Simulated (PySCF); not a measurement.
Pentanal, C₅H₁₀O.
Bonds: C1–C2, C2–C3, C3–C4, C4–C5, C5–O6 (double). Hydrogens: H7, H8, H9 on C1; H10, H11 on C2; H12, H13 on C3; H14, H15 on C4; H16 on C5.

Computed with core-valence-separated Tamm–Dancoff BHandHLYP/aug-pcX-1 (pcseg-1 on H) in PySCF, non-relativistic, gas phase, PBE0-D3(BJ)/def2-SVP geometry. Absolute energies from this functional tend to lie a few eV below measured edges; no shift was applied.

(1) List the oxygen K-edge absorption lines.

(2) Give energies, oscillator strengths and core holes at the C K edge.

Results:

(1) 
```tsv
E (eV)	f	core hole on	main final orbital	polarisation
528.47	0.0526	O6	LUMO (90 %)	normal to the local trigonal plane
533.88	0.0006	O6	LUMO+3 (38 %)	–
534.33	0.0006	O6	LUMO+1 (47 %)	–
534.73	0.0021	O6	LUMO+2 (37 %)	in the local trigonal plane
534.77	0.0003	O6	LUMO+4 (74 %)	–
535.22	0.0006	O6	LUMO+2 (39 %)	–
535.37	0.0034	O6	LUMO+6 (40 %)	in the local trigonal plane
```

The first line with a tenth or more of the strongest one's intensity is at 528.47 eV (f = 0.053), with the hole on O6 (aldehyde oxygen), polarised normal to the local trigonal plane: a 1s→π* resonance. It is also the strongest listed.

(2) 
| E (eV) | f | core hole on | main final orbital | polarisation |
| --- | --- | --- | --- | --- |
| 283.24 | 0.0796 | C5 | LUMO (85 %) | normal to the local trigonal plane |
| 284.95 | 0.0001 | C4 | LUMO (96 %) | – |
| 285.30 | 0.0087 | C1 | LUMO+2 (70 %) | – |
| 285.52 | 0.0163 | C2 | LUMO+2 (62 %) | – |
| 285.69 | 0.0197 | C4 | LUMO+1 (64 %) | – |
| 285.86 | 0.0154 | C3 | LUMO/LUMO+5 (2 roots, f summed) | – |
| 285.99 | 0.0194 | C2 | LUMO+4 (58 %) | – |
| 285.99 | 0.0266 | C1 | spread | – |
| 286.05 | 0.0318 | C1 | LUMO+4 (50 %) | – |
| 286.21 | 0.0154 | C3 | LUMO+4 (65 %) | – |
| 286.25 | 0.0446 | C4 | LUMO+4 (54 %) | – |
| 286.46 | 0.0010 | C3 | LUMO+1 (86 %) | – |
| 286.51 | 0.0053 | C1 | LUMO+5 (41 %) | – |
| 286.58 | 0.0026 | C2 | LUMO+1 (65 %) | – |
| 286.71 | 0.0008 | C2 | LUMO (87 %) | – |
| 286.81 | 0.0003 | C1 | LUMO (98 %) | – |
| 286.86 | 0.0027 | C3 | LUMO+2 (64 %) | – |
| 286.93 | 0.0011 | C2 | LUMO+5 (63 %) | – |
| 286.98 | 0.0053 | C4 | LUMO+5 (51 %) | – |
| 287.16 | 0.0004 | C1 | LUMO+1 (46 %) | – |
| 287.32 | 0.0013 | C2 | LUMO+3 (52 %) | – |

The first line with a tenth or more of the strongest one's intensity is at 283.24 eV (f = 0.080), with the hole on C5 (aldehyde carbon), polarised normal to the local trigonal plane: a 1s→π* resonance. It is also the strongest listed.

Roots within 0.03 eV whose holes lie on the same, on equivalent or on shared atoms are summed into one line, and the highest roots are left out, as the search may have cut off their partners. Final orbitals are the ground state's empty Kohn–Sham orbitals. A dash: too weak, shared between unlike atoms, or no plane or axis to refer to.

Question: What is the summed oscillator strength of the listed O K lines, and their intensity-weighted mean energy?

Answer: Σf = 0.060 over 7 lines from 528.47 to 535.37 eV; the weighted mean is 529.27 eV. The strongest line holds 88 % of the sum.

The list ends where the root search ended, not at a threshold.

On one thread of an Arm Neoverse V1, shared host, this took 21 s wall and 0.94 GiB of memory at its peak.

Shape of the structure used: `[CH3:1][CH2:2][CH2:3][CH2:4][CH:5]=[O:6]`: C1–C2–C3–C4 180°, C2–C3–C4–C5 -178°, C3–C4–C5–O6 1°.

One conformer stands for the species.
